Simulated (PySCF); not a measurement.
**From one method to the next for ClF**

Aim: see what other levels and later steps give for ClF.

The runs use PySCF 2.14.0; method and basis as typed in the scripts.

4 further runs of the same task are left out: 4 that didn't finish.

## 1. The starting structure

ClF: 2 atoms, charge 0, spin multiplicity 1.

Bond lengths: Cl1–F2 1.664 Å.

## 2. Base script

input.py reads:

```python
from pyscf import gto, dft, tdscf

mol = gto.M(
    atom='Cl 0 0 0; F 0 0 1.664',
    basis='cc-pvdz',
    charge=0,
    spin=0,
    symmetry=True,
    verbose=4,
)
mf = dft.RKS(mol, xc='b3lyp5')
mf = mf.density_fit(auxbasis='def2-universal-jkfit')
mf.kernel()
td = tdscf.TDA(mf)
td.nstates = 4
td.kernel()
td.analyze()
mf.dip_moment()
print('orbital energies (hartree):', mf.mo_energy[..., max(0, mol.nelec[1]-3):mol.nelec[0]+3].round(4))
```

Launch:

```bash
> OMP_NUM_THREADS=1 python input.py
```

## 3. Number of roots 15

Variant 1 changes number of roots: 4 → 15.

input.py, as its differences from that of step 2:

```diff
@@ -14,3 +14,3 @@
 td = tdscf.TDA(mf)
-td.nstates = 4
+td.nstates = 15
 td.kernel()
```

## 4. Hcth407

Variant 2 changes functional: b3lyp5 → hcth407.

input.py, as its differences from that of step 2:

```diff
@@ -10,3 +10,3 @@
 )
-mf = dft.RKS(mol, xc='b3lyp5')
+mf = dft.RKS(mol, xc='hcth407')
 mf = mf.density_fit(auxbasis='def2-universal-jkfit')
```

## 5. Pw91

Variant 3 changes functional: b3lyp5 → pw91.

input.py, as its differences from that of step 2:

```diff
@@ -10,3 +10,3 @@
 )
-mf = dft.RKS(mol, xc='b3lyp5')
+mf = dft.RKS(mol, xc='pw91')
 mf = mf.density_fit(auxbasis='def2-universal-jkfit')
```

## 6. Tpssh

Variant 4 changes functional: b3lyp5 → tpssh.

input.py, as its differences from that of step 2:

```diff
@@ -10,3 +10,3 @@
 )
-mf = dft.RKS(mol, xc='b3lyp5')
+mf = dft.RKS(mol, xc='tpssh')
 mf = mf.density_fit(auxbasis='def2-universal-jkfit')
```

What does the calculation give? Wanted: for each run, E(SCF); from base; gap; SCF dipole; after the SCF.

The runs gave:

```csv
run,E(SCF) (hartree),from base (eV),cycles,gap (eV),SCF dipole (D),after the SCF
base,-559.871328,0,8,5.63,1.11,lowest root found 3.96 eV
number of roots 15,-559.871328,0.0000,8,5.63,1.11,lowest root found 3.96 eV
hcth407,-559.997099,not comparable,9,3.25,1.02,lowest root found 3.87 eV
pw91,-559.920195,not comparable,9,3.20,0.98,lowest root found 3.83 eV
tpssh,-559.970042,not comparable,8,4.69,1.05,lowest root found 4.06 eV
```

In words: The gap between the frontier levels is 3.2 eV with pw91 (0 % exact exchange) and 5.6 eV with b3lyp5 (20 %): exact exchange opens it. Total energies of different functionals can't be compared with each other; differences within one functional can.
